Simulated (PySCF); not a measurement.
## Argon: a sound run and one with changed settings

Sound run: Ar [Ar], Ar⁺ [Ne] 3s2 3p5. Computed with PySCF 2.14 in aug-cc-pV(D+d)Z (5s4p3d, 32 functions), with the non-relativistic Hamiltonian (point nucleus). In the sound run the correlated levels freeze [Ne]. The sound run starts from symmetry-adapted Hartree-Fock orbitals and uses a fine grid where one is needed.

Changed run: all electrons correlated in a basis built for the valence shell.

```
species   method  sound run (hartree)  changed run (hartree)  converged
     Ar      MP2           -526.96048             -527.02307        yes
     Ar  CCSD(T)           -526.97719             -527.03666        yes
    Ar⁺      MP2           -526.38484             -526.44691        yes
    Ar⁺  CCSD(T)           -526.40695             -526.46627        yes
```

Ionisation energy of Ar:

```tsv
method	sound run (eV)	changed run (eV)
UHF	14.674	14.674
MP2	15.664	15.678
SCS-MP2	15.562	15.573
CCSD	15.492	15.495
CCSD(T)	15.517	15.521
```

A valence basis has no tight correlating functions, so it recovers only part of the core correlation, and not evenly between atom and ion.

For comparison, NIST gives 15.760 eV between the lowest levels.
